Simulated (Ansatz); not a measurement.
Geometry optimisation, Ansatz, RKS PBE/def2-SVP.

The input (input.yaml):

```yaml
crystal:
  periodic: [false, false, false]
  atoms:
    - { symbol: Si, position_ang: [0.4478, -0.0648, 0.4004] }
    - { symbol: F, position_ang: [0.1403, -0.918, -1.3843] }
    - { symbol: H, position_ang: [1.0637, -1.3338, 0.7378] }
    - { symbol: H, position_ang: [0.922, 0.9535, 1.3429] }
    - { symbol: "N", position_ang: [-1.229, 0.2161, 0.4236] }
    - { symbol: H, position_ang: [0.8708, 0.0322, -1.5417] }
    - { symbol: H, position_ang: [1.3278, 0.7424, -1.0458] }
    - { symbol: H, position_ang: [-1.8672, -0.3684, -0.0861] }
    - { symbol: H, position_ang: [-1.6762, 0.7408, 1.1532] }
basis:
  gaussian: { orbitals: def2-SVP }
hamiltonian:
  xc: pbe
relax:
  f_tol: 0.15
  max_steps: 25
  restrain:
    - { distance: [0, 6], at: 1.42, k: 30.0 }
    - { distance: [5, 1], at: 0.88, k: 30.0 }
    - { distance: [0, 1], at: 2.98, k: 30.0 }
    - { distance: [5, 6], at: 1.92, k: 30.0 }
```

Run as:

```bash
$ ansatz run input.yaml --threads 2 --pin off --max-ram 3072MiB --backend cpu --events-out ev --progress --plain --runs-dir out
```

Task: Where does it end, and by what steps?

Result: The forces met the threshold. The restraints hold the end off the free minimum. After 9 steps the energy has fallen by 0.984 eV (the restraints' own energy left out); H6 moved furthest, 0.72 Å. Parted: Si1–F2. Joined: Si1–H7, F2–H6.

```
step  energy less start (eV)  largest force component (eV/Å)  accepted
   0                  0.0000                           1.904       yes
   1                 -0.2022                           2.401       yes
   2                 -0.3405                           3.687       yes
   3                 -0.7150                           1.840       yes
   4                 -0.8799                           1.847       yes
   5                 -0.9499                           1.134       yes
   6                 -0.9784                           0.956       yes
   7                 -0.9777                           0.941       yes
   8                 -0.9843                           0.983       yes
   9                 -0.9839                           0.985       yes
```

```xyz
9
Properties=species:S:1:pos:R:3
Si 0.607 0.221 0.622
F -0.142 -1.078 -1.957
H 1.141 -1.146 0.982
H 0.973 1.171 1.729
N -1.109 0.381 0.341
H 0.419 -0.350 -1.959
H 1.318 0.634 -0.579
H -1.490 -0.282 -0.341
H -1.716 0.448 1.162
```

The run took 12 s on 2 threads of Arm Neoverse V1, on a shared host, peak memory 0.14 GiB.
